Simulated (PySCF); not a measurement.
Gas-phase reaction: trisilylamine + SiH4 ⇌ NH3 + i-Si4H10

Energies from PySCF, thermal terms from the rigid-rotor harmonic-oscillator model, ideal gas at 1 bar. † marks an energy on the PBE0/def2-TZVP geometry and frequencies; other levels use their own. MP2 freezes the core. All species are closed-shell singlets. B3LYP is the form with VWN-RPA correlation. MP2 isn't extrapolated to the basis-set limit.

```
level               ΔH°(298 K), kJ
------------------  --------------
B3LYP/def2-TZVP†               150
BLYP/def2-TZVP†                136
HF/def2-TZVP†                  201
M06-2X/def2-TZVP†              ___
MP2/def2-SVP†                  ___
PBE/def2-SVP                    88
PBE/def2-TZVP†                  95
PBE0/def2-SVP†                 ___
r2SCAN/def2-TZVP†              133
ωB97M-V/def2-TZVP†             ___
ωB97X-V/def2-TZVP†             150
```

### Question
Fill in the missing entries.

### Answer

- M06-2X/def2-TZVP†, ΔH°(298 K), kJ: 179
- MP2/def2-SVP†, ΔH°(298 K), kJ: 158
- PBE0/def2-SVP†, ΔH°(298 K), kJ: 99
- ωB97M-V/def2-TZVP†, ΔH°(298 K), kJ: 164
